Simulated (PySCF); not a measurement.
Molecule: dimethyl carbonate (SMILES COC(=O)OC).

Atom-mapped SMILES (the numbers label the heavy atoms): `[CH3:1][O:2][C:3](=[O:4])[O:5][CH3:6]`; H(Xn) means a hydrogen on atom n.

Geometry PBE0-D3(BJ)/def2-SVP throughout; GIAO in PySCF 2.14.0 with density-fitted response routines, gas phase, one conformer, non-relativistic; equivalent atoms averaged; functional PBE0.

For orientation, def2-TZVP gives these absolute shieldings σ: C3 25.7, C1/C6 132.7, O4 35.6, O2/O5 195.0, H(C1)/H(C6) 27.94 ppm.

A run gave: C3 19.2, C1/C6 128.5, O4 28.1, O2/O5 191.6, H(C1)/H(C6) 27.67 ppm (absolute shieldings σ).

Which basis set was used in that run?
A. 6-311+G(2d,p)
B. STO-3G
C. pcSseg-2
D. pcSseg-0
E. 6-31G

## Answers

C. C1/C6 tells them apart best: pcSseg-2 gives 128.5, 6-31G gives 147.9, pcSseg-0 gives 135.9, 6-311+G(2d,p) gives 133.6, STO-3G gives 186.3 ppm.
